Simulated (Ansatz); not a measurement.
Input (CCSDT(Q)/aug-cc-pVDZ; Ansatz, a program for electronic structure):

Ansatz 0.2 input:
```yaml
crystal:
  periodic: [false, false, false]
  atoms:
    - {symbol: C, position_ang: [0.04224489, -0.56967492, 0.04211330]}
    - {symbol: O, position_ang: [-0.04486502, 0.78779393, -0.03501777]}
    - {symbol: H, position_ang: [1.07433732, -0.94369547, -0.01301193]}
    - {symbol: H, position_ang: [-0.49479825, -0.99234207, 0.90297455]}
    - {symbol: H, position_ang: [-0.47408828, -0.94826444, -0.86250030]}
basis:
  gaussian:
    orbitals: aug-cc-pVDZ
magnetization: {spin_polarized: true, initial_magnetization: 1}
correlation: {method: ccsdt_q, electrons: outside_noble_gas}
```

Output:

```
Functional definition: HF
integrals: 0.12 GiB planned
1171 factors; integrals over basis functions are off by at most 1.9e-7 eV
mean field: 0.17 GiB planned
mean field evaluation 1: about -3111.2819 eV, gradient 1.8e1 eV
mean field evaluation 2: about -3111.2828 eV, gradient 1.8e1 eV
mean field evaluation 4: about -3113.7799 eV, gradient 3.5e0 eV
mean field evaluation 8: about -3114.0343 eV, gradient 1.9e-1 eV
mean field evaluation 16: about -3113.9934 eV, gradient 1.4e0 eV
mean field evaluation 32: about -3114.0310 eV, gradient 5.8e-2 eV
mean field evaluation 64: about -3113.9024 eV, gradient 2.3e-3 eV
mean field evaluation 96: about -3112.7113 eV, gradient 8.2e0 eV
mean field -3114.03478566 eV, -114.4386676043 hartree, gradient 2.2e-6 eV, S^2 0.760060; 4 other end points of the search recorded, 0 dependent functions left out
determinant -3114.03478566 eV, -114.4386676043 hartree, with singles and doubles -3123.18949056 eV, -114.7750968040 hartree
determinant -3113.90241253 eV, -114.4338029818 hartree, with singles and doubles -3123.03094399 eV, -114.7692703253 hartree
determinant -3114.03478566 eV, -114.4386676043 hartree, with singles and doubles -3123.19646804 eV, -114.7753532219 hartree
determinant -3113.90241253 eV, -114.4338029818 hartree, with singles and doubles -3123.03732641 eV, -114.7695048748 hartree
2 core orbitals not correlated
reference -3114.03478566 eV, -114.4386676043 hartree; 7, 6 occupied and 64, 65 virtual orbitals, 1171 factors
second order -8.29038347 eV of doubles, -0.00000000 eV of singles
coupled cluster: 2.51 GiB planned
cycle   1  -8.83460317 eV  change   -5.4e-1 eV  update   7.9e-2
cycle   2  -9.23179449 eV  change   -4.0e-1 eV  update   3.2e-2
cycle   3  -9.44056081 eV  change   -2.1e-1 eV  update   2.0e-2
cycle   4  -9.42807429 eV  change    1.2e-2 eV  update   9.5e-3
cycle   5  -9.42083171 eV  change    7.2e-3 eV  update   6.0e-3
cycle   6  -9.42940307 eV  change   -8.6e-3 eV  update   2.3e-3
cycle   7  -9.43092162 eV  change   -1.5e-3 eV  update   1.0e-3
cycle   8  -9.43014327 eV  change    7.8e-4 eV  update   4.3e-4
cycle   9  -9.43014933 eV  change   -6.1e-6 eV  update   2.2e-4
cycle  10  -9.43032359 eV  change   -1.7e-4 eV  update   1.1e-4
cycle  11  -9.43009380 eV  change    2.3e-4 eV  update   6.3e-5
cycle  12  -9.43015415 eV  change   -6.0e-5 eV  update   3.2e-5
cycle  13  -9.43016795 eV  change   -1.4e-5 eV  update   1.6e-5
cycle  14  -9.43017067 eV  change   -2.7e-6 eV  update   8.7e-6
cycle  15  -9.43017125 eV  change   -5.8e-7 eV  update   5.1e-6
cycle  16  -9.43017426 eV  change   -3.0e-6 eV  update   3.0e-6
cycle  17  -9.43017447 eV  change   -2.2e-7 eV  update   1.7e-6
cycle  18  -9.43017415 eV  change    3.2e-7 eV  update   1.1e-6
perturbative correction -0.01392083 eV, -0.0005115810 hartree
Total energy: -3123.47888063 eV, -114.7857316933 hartree
```
